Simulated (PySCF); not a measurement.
**`C=COC1CC1`, C5H8O**

Molfile (atoms numbered from 1):
```
C5H8O
     RDKit          3D

 14 14  0  0  0  0  0  0  0  0999 V2000
    2.5229    1.5890    0.7282 C   0  0  0  0  0  0  0  0  0  0  0  0
    1.3076    1.1341    0.9882 C   0  0  0  0  0  0  0  0  0  0  0  0
    0.4956    0.6452    0.0223 O   0  0  0  0  0  0  0  0  0  0  0  0
   -0.7939    0.2565    0.3941 C   0  0  0  0  0  0  0  0  0  0  0  0
   -1.9365    0.6806   -0.4799 C   0  0  0  0  0  0  0  0  0  0  0  0
   -1.4807   -0.7516   -0.4725 C   0  0  0  0  0  0  0  0  0  0  0  0
    3.1501    1.9585    1.5157 H   0  0  0  0  0  0  0  0  0  0  0  0
    2.9123    1.5983   -0.2728 H   0  0  0  0  0  0  0  0  0  0  0  0
    0.9058    1.1215    1.9981 H   0  0  0  0  0  0  0  0  0  0  0  0
   -0.9497    0.2136    1.4689 H   0  0  0  0  0  0  0  0  0  0  0  0
   -1.6978    1.2750   -1.3474 H   0  0  0  0  0  0  0  0  0  0  0  0
   -2.8759    0.9312   -0.0120 H   0  0  0  0  0  0  0  0  0  0  0  0
   -0.9370   -1.1047   -1.3341 H   0  0  0  0  0  0  0  0  0  0  0  0
   -2.1048   -1.4952   -0.0018 H   0  0  0  0  0  0  0  0  0  0  0  0
  1  2  2  0
  2  3  1  0
  3  4  1  0
  4  5  1  0
  5  6  1  0
  6  4  1  0
  1  7  1  0
  1  8  1  0
  2  9  1  0
  4 10  1  0
  5 11  1  0
  5 12  1  0
  6 13  1  0
  6 14  1  0
M  END
```

Theory: GIAO B3LYP/pcSseg-1 magnetisability, rotational g tensor and spin-rotation constants, non-relativistic, gas phase (PySCF). Geometry: GFN2-xTB, dihedral held. The dihedral C5–C4–O3–C2 is held at 135°.

Question: How diamagnetic is it, and how anisotropic?

Answer: Isotropic -1010 × 10⁻³⁰ J/T², or -60.8 × 10⁻⁶ cm³/mol; principal values -1116, -1010, -903 × 10⁻³⁰ J/T², anisotropy 184 × 10⁻³⁰ J/T² (root of half the summed squared differences of the principal values). The susceptibility is in cgs units.

Question: Split it along the inertial axes a, b, c into diamagnetic and paramagnetic parts about the centre of mass, with the quadrupole moment.

Answer: 
```tsv
axis	χ (10⁻⁶ cm³/mol)	diamagnetic (10⁻⁶ cm³/mol)	paramagnetic (10⁻⁶ cm³/mol)	summed x² of all electrons (Å²)	quadrupole Θ (D Å)
a	-62.8	-174.3	111.5	161.8	+0.83
b	-60.6	-769.1	708.5	21.6	-3.54
c	-59.0	-777.8	718.8	19.5	+2.71
```
Anisotropies 2χaa − χbb − χcc = -6.0 and 2χbb − χaa − χcc = +0.6 × 10⁻⁶ cm³/mol. Θ is traceless in Buckingham's convention.

Question: And the rotational g tensor?

Answer: 
```tsv
axis	rotational constant (GHz)	g	nuclear part	electronic part
a	14.0775	-0.0176	0.7197	-0.7373
b	1.8019	-0.0019	0.5978	-0.5998
c	1.7717	-0.0063	0.5920	-0.5983
```
Asymmetric top; isotopes 12C, 1H, 16O; no vibrational averaging.
